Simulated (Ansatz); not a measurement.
A nudged elastic band was laid between two geometries of ClH5Si2 + H (9 atoms, charge 0, multiplicity 2).

Method: UKS revPBE-D4/cc-pVDZ in Ansatz 0.2.0.

```json
{"movable images": "7", "climbing image": "yes", "spring": "5.0 eV/Å²", "optimiser": "quadratic models (default)", "start path": "through a guess of the saddle point", "force threshold": "0.03 eV/Å", "iteration limit": "60", "end points": "relaxed"}
```

Initial state:

```xyz
9
Properties=species:S:1:pos:R:3
Si -0.040 0.078 -0.148
Cl 0.549 -0.204 1.866
H 1.203 0.386 -0.943
H -0.961 1.272 -0.188
Si -1.104 -1.896 -0.882
H -2.298 -2.173 -0.003
H -1.561 -1.731 -2.312
H -0.132 -3.045 -0.797
H 0.162 0.064 5.421
```

Final state:

```xyz
9
Properties=species:S:1:pos:R:3
Si 0.274 0.357 -0.518
Cl 0.269 -0.512 3.205
H 0.898 0.575 -1.881
H -0.580 1.548 -0.147
Si -0.882 -1.686 -0.348
H -1.736 -1.667 0.906
H -1.803 -1.947 -1.519
H 0.084 -2.839 -0.229
H -0.707 -1.078 2.545
```

Which bonds break or form, and what moves?

Bonds broken: Si1–Cl2. Bonds formed: Cl2–H9. ClH5Si2 + H becomes ClH + H5Si2.

What energy profile does the band end with?

The forces met the threshold. The highest image is number 4 of 0 to 8, 38.6 kJ/mol above the first end and 58.2 kJ/mol above the last; the last end lies 19.6 kJ/mol below the first. The profile has 3 maxima (images 1, 4, 6) with wells between them (images 3, 5): this band takes more than one step, which may be the mechanism or a detour left from its start path. A vibrational analysis at the climbing image gives one clearly imaginary mode, 519i cm⁻¹: a first-order saddle point.

```json
{"image": "0", "path coordinate (Å)": "0.00", "energy (kJ/mol)": "0.0", "Si1–Cl2 (Å)": "2.12", "Cl2–H9 (Å)": "3.59"}
{"image": "1", "path coordinate (Å)": "1.39", "energy (kJ/mol)": "3.2", "Si1–Cl2 (Å)": "2.12", "Cl2–H9 (Å)": "3.29"}
{"image": "2", "path coordinate (Å)": "2.78", "energy (kJ/mol)": "3.1", "Si1–Cl2 (Å)": "2.12", "Cl2–H9 (Å)": "3.37"}
{"image": "3", "path coordinate (Å)": "4.16", "energy (kJ/mol)": "0.3", "Si1–Cl2 (Å)": "2.12", "Cl2–H9 (Å)": "3.05"}
{"image": "4", "path coordinate (Å)": "5.55", "energy (kJ/mol)": "38.6", "Si1–Cl2 (Å)": "2.33", "Cl2–H9 (Å)": "1.63"}
{"image": "5", "path coordinate (Å)": "7.31", "energy (kJ/mol)": "-16.1", "Si1–Cl2 (Å)": "3.56", "Cl2–H9 (Å)": "1.31"}
{"image": "6", "path coordinate (Å)": "9.07", "energy (kJ/mol)": "-13.2", "Si1–Cl2 (Å)": "3.69", "Cl2–H9 (Å)": "1.31"}
{"image": "7", "path coordinate (Å)": "10.83", "energy (kJ/mol)": "-16.7", "Si1–Cl2 (Å)": "3.71", "Cl2–H9 (Å)": "1.30"}
{"image": "8", "path coordinate (Å)": "12.59", "energy (kJ/mol)": "-19.6", "Si1–Cl2 (Å)": "3.82", "Cl2–H9 (Å)": "1.31"}
```

What is the geometry of the highest image?


```xyz
9
Properties=species:S:1:pos:R:3
Si 0.139 -0.052 0.046
Cl -0.302 0.082 2.330
H 1.639 -0.190 -0.046
H -0.288 1.280 -0.525
Si -1.058 -1.896 -0.800
H -0.796 -3.087 0.087
H -2.530 -1.568 -0.785
H -0.636 -2.232 -2.214
H -0.350 0.414 3.920
```

The run took 8.5 min on 2 threads of Intel(R) Xeon(R) Platinum 8175M CPU @ 2.50GHz (Skylake/Cascade Lake) (shared host), peak memory 0.2 GiB.
